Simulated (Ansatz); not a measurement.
**SiHO (quartet): from Hartree-Fock to the top rungs, def2-QZVPP**

An exercise on one series of results from a longer session: the logs are not shown, and one member is left open.

Method: def2-QZVPP, core rule «outside noble gas», up to 6 orbitals frozen; program: Ansatz 0.2.0, Gaussian basis.

The runs, in order: UHF; ROHF; CCSD(T) on UHF.

### What is computed

The geometry is a PBE0/def2-TZVP stationary point (not a proven minimum).

3 atoms, charge 0, spin multiplicity 4.

Atoms are counted from 1 here; the program's logs count them from 0.

Bond lengths: Si1–O2 1.728 Å, Si1–H3 1.496 Å. Angles: O2–Si1–H3 115.5°.

Set-up of the first run:

Contents of in.yaml:

```yaml
crystal:
  periodic: [false, false, false]
  atoms:
    - {symbol: Si, position_ang: [0.000000, -0.094440, 0.592147]}
    - {symbol: O, position_ang: [0.000000, 0.091474, -1.126196]}
    - {symbol: H, position_ang: [0.000000, 1.179495, 1.376770]}
basis:
  gaussian: {orbitals: "def2-QZVPP.json"}
magnetization: {spin_polarized: true, initial_magnetization: 3}
hamiltonian: {xc: hf}
output: {orbitals: {seedname: orbitals}}
```

Started as:

```console
ansatz run in.yaml --threads 1 --pin off --events-out ev --progress --plain --max-ram 2393MiB
```

Steps of the session up to this table: UHF; ROHF; CCSD(T) on UHF.

One table of the session follows, with a row left open; its other results are not shown here.

It belongs to the step «Misses and costs». 

| method | from UCCSD(T) (kJ/mol) |
| --- | --- |
| ROHF | ? |
| UHF | +836.1 |
| UMP2 | +91.8 |
| UCCSD | +29.5 |
| UCCSD(T) | 0 |

Estimate the missing values for ROHF.

The run gave: from UCCSD(T) (kJ/mol): +855.2. In the column «from UCCSD(T) (kJ/mol)» it is the highest.
